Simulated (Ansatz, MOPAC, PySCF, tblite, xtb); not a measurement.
Energy landscape of HFLi, doublet: collinear Li-F-H surface. Scanned: Li-F distance and F-H distance.

Levels: GFN2-xTB, 300 K electronic temperature (tblite); UHF/aug-cc-pVDZ (PySCF); CAM-B3LYP = PySCF with unrestricted CAM-B3LYP/aug-cc-pVDZ; B3LYP = unrestricted B3LYP/aug-cc-pVDZ run with PySCF 2.14.0; UKS-PBE/aug-cc-pVDZ = unrestricted PBE/aug-cc-pVDZ (Ansatz, a quantum-chemistry and plane-wave program); MP2 on UHF/aug-cc-pVDZ, 1 core orbital frozen (PySCF); CCSD on UHF/aug-cc-pVDZ, 1 core orbital frozen (PySCF); CCSD(T) on UHF/aug-cc-pVDZ, 1 core orbital frozen (PySCF); AM1, unrestricted, heats of formation (MOPAC); PM3, unrestricted, heats of formation (MOPAC); GFN1-xTB (xtb); UKS-B3LYP/6-31G* = unrestricted B3LYP/6-31G*, spherical d run with PySCF; UKS-B3LYP/LANL2DZ = unrestricted B3LYP/LANL2DZ run with PySCF; UHF/LANL2DZ = PySCF with unrestricted Hartree-Fock/LANL2DZ; UHF/STO-3G = PySCF with unrestricted Hartree-Fock/STO-3G.

Energies in kJ/mol at chosen points (x: Li-F distance (Å); y: F-H distance (Å)), relative to x = 1.56, y = 0.92:

```
method               (4.52, 1.38)  (1.68, 0.99)  (1.68, 0.85)  (2.34, 0.92)  (1.33, 1.38)  (1.44, 1.17)  (1.44, 2.67)
-------------------  ------------  ------------  ------------  ------------  ------------  ------------  ------------
GFN2-xTB                     76.5         -12.8           1.9         -36.6         -12.7          62.8        -200.5
UHF                         267.9          -2.3          -9.4         -25.9         157.6         129.8          23.1
CAM-B3LYP                   230.1         -13.2           5.6         -15.7         112.6          69.0          22.1
B3LYP                       213.8         -16.8           6.5         -16.7         121.5          65.4          29.2
UKS-PBE/aug-cc-pVDZ         183.8         -22.2           8.7         -20.8         121.5          55.3          32.8
MP2                         283.3         -10.9           2.4         -13.2         127.3          88.4           7.0
CCSD                        234.7          -9.1           2.6          -8.3         133.2          92.0          19.5
CCSD(T)                     229.4         -10.1           3.3          -8.3         130.4          88.0          18.0
AM1                         358.5           8.4         -55.4           3.8         174.0         142.6         113.9
PM3                         272.2         -25.0           9.7          -3.3         141.9         112.5          74.2
GFN1-xTB                        —          -8.6           7.9         -17.6          92.7          63.0          -0.5
UKS-B3LYP/6-31G*            237.9         -17.5          11.1          -4.8         131.8          67.2          22.8
UKS-B3LYP/LANL2DZ           213.8         -21.3          14.1          -2.3         143.8          63.8          41.8
UHF/LANL2DZ                 245.7          -9.6          -2.3         -17.0         187.7         146.5          29.5
UHF/STO-3G                  382.1           9.6          34.6          83.4         381.7         149.4         278.6
```

Dashes: no converged value, or the column stops at the first point that the program doubted or that broke a chosen test of continuity, which isn't proof of a fault.
